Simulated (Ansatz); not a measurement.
Saddle point of AlNH$_{8}$O, singlet (AlH₃ + H₂O + NH₃ → AlNH₄ ([NH2][AlH2]) + H₂O + H₂; bonds formed: H2–H7, H5–O8; dative contacts that become bonds: Al1–N6; bonds broken: Al1–H2, H5–N6, H7–O8), PBE0-D4/def2-TZVP structure:

Al1  (-0.444, -1.246, -0.268)
H2  (1.082, -1.051, 0.623)
H3  (0.005, -2.088, -1.538)
H4  (-1.421, -1.795, 0.861)
H5  (0.307, 1.146, 0.072)
N6  (-0.781, 0.585, -0.642)
H7  (1.217, -0.111, 0.686)
O8  (1.277, 1.200, 0.628)
H9  (-0.715, 0.849, -1.619)
H10  (-1.672, 0.927, -0.303)
H11  (1.145, 1.584, 1.500)
(Å)

Energies are electronic, without zero-point energy. Barriers and step energies count from the start structure reached by relaxing down the imaginary mode; all methods use the PBE0-D4 structures, on which another method's saddle can fall below an end. Program: Ansatz 0.2.0. Basis: def2-TZVPP, with def2-QZVPP for the basis limit. Cores are frozen in the correlated methods. B3LYP uses VWN-RPA correlation. Extrapolation: Hartree–Fock as exp(−7.88 √X), correlation as X^−2.97.

```json
{"method": "SPW92", "barrier (kcal/mol)": "13.50", "step energy (kcal/mol)": "16.69"}
{"method": "PBE-D4", "barrier (kcal/mol)": "?", "step energy (kcal/mol)": "14.14"}
{"method": "BLYP-D4", "barrier (kcal/mol)": "21.39", "step energy (kcal/mol)": "12.21"}
{"method": "r2SCAN-D4", "barrier (kcal/mol)": "21.63", "step energy (kcal/mol)": "14.82"}
{"method": "B97M-V", "barrier (kcal/mol)": "28.53", "step energy (kcal/mol)": "18.88"}
{"method": "PBE0-D4", "barrier (kcal/mol)": "?", "step energy (kcal/mol)": "15.98"}
{"method": "B3LYP-D4", "barrier (kcal/mol)": "24.96", "step energy (kcal/mol)": "13.96"}
{"method": "r2SCAN0-D4", "barrier (kcal/mol)": "25.24", "step energy (kcal/mol)": "15.99"}
{"method": "BHLYP-D4", "barrier (kcal/mol)": "30.60", "step energy (kcal/mol)": "15.98"}
{"method": "CAM-B3LYP-D4", "barrier (kcal/mol)": "?", "step energy (kcal/mol)": "15.11"}
{"method": "wB97X-V", "barrier (kcal/mol)": "27.76", "step energy (kcal/mol)": "15.57"}
{"method": "wB97M-V", "barrier (kcal/mol)": "27.73", "step energy (kcal/mol)": "14.62"}
{"method": "B2PLYP", "barrier (kcal/mol)": "26.57", "step energy (kcal/mol)": "14.04"}
{"method": "PBE-QIDH", "barrier (kcal/mol)": "27.10", "step energy (kcal/mol)": "16.16"}
{"method": "RPA on PBE", "barrier (kcal/mol)": "28.22", "step energy (kcal/mol)": "15.26"}
{"method": "HF", "barrier (kcal/mol)": "42.71", "step energy (kcal/mol)": "17.87"}
{"method": "MP2", "barrier (kcal/mol)": "26.33", "step energy (kcal/mol)": "13.71"}
{"method": "CCSD", "barrier (kcal/mol)": "31.10", "step energy (kcal/mol)": "15.80"}
{"method": "CCSD(T)", "barrier (kcal/mol)": "28.72", "step energy (kcal/mol)": "15.28"}
```

(1) Fill in the withheld barriers. (Judge from chemistry; the value comes from the calculation.)

The T1 diagnostic stays at or below 0.011.

## Answers

(1) The calculation gives: PBE0-D4 24.11; CAM-B3LYP-D4 26.14; PBE-D4 19.48 kcal/mol. Each is the energy of the saddle less that of the start structure, by the same method.

For comparison, the barrier by CCSD(T) at an estimated basis limit (MP2 extrapolated from triple and quadruple zeta, plus CCSD(T) − MP2 in triple zeta) is 28.27 kcal/mol.

The step is the kind of exchange with an N–H group that builds nitride films in atomic layer and chemical vapour deposition.

Labels in which every atom is bracketed show which atoms are joined, not bond orders.

For scale, one of the runs: CCSD(T)/def2-TZVPP, 216 basis functions, launched by `ansatz run in.yaml --threads 4 --pin off --events-out ev --progress --plain --max-ram 9574MiB`. Hardware: 4 CPU threads of an Intel Xeon Platinum 8375C, shared host. Wall time 24 s; peak host memory 3.2 GiB.
